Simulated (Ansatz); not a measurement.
hcp Zr

Computed with HSE06 in Ansatz (plane waves, PAW).

Run with plane-wave cutoff 500 eV, 8×6×1 k mesh (along the axes of the cell as run), Fermi–Dirac smearing 0.1 eV, scalar-relativistic PAW data made under PBE.

Cell: relaxed with r²SCAN.

```
Quantity                               Result
----------------------------------  ---------
surface energy of the (10-10) face  2.18 J/m²
work function of the (10-10) face     3.31 eV
```

Note: exact exchange on metals is sensitive to the k mesh and can open a false gap; the run warned that the count of filled bands differs between k points.

The slab of 8 atoms is relaxed and unreconstructed.

Static lattice: no zero-point or thermal effects.

Ansatz is a program for electronic structure.
